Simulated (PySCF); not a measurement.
Diamond-structure Si: correlation energy from several methods in one and the same small orbital space (PySCF; 2 atoms at the zone centre, 8 electrons in 17 orbitals, empty ones MP2 natural orbitals of a TZ basis, lattice constant set to 5.2671 Å). Its volume lies 9 % below that of the crystal's usual cell. It tests the methods against each other and lies far from the crystal's limit.

| method | E_corr (eV per atom) | share of full CI (%) | error (meV) |
|---|---|---|---|
| MP2 | -1.3754 | 63.8 | 781 |
| CCSD | -2.1432 | 99.4 | 13 |
| CCSD(T) | -2.1466 | 99.6 | 10 |
| CCSDT | -2.1489 | 99.7 | 7 |
| CCSDT(Q) | -2.1526 | 99.8 | 4 |
| CCSDTQ | -2.1561 | 100.0 | 0 |
| full CI | -2.1562 | 100.0 | 0 |

The Hartree–Fock determinant has a weight of 0.86 in the full CI state.

MP2, (T) and (Q) use filled levels shifted down by the Madelung term, which in so small a cell is a large part of the gap, so these rows hang on it.
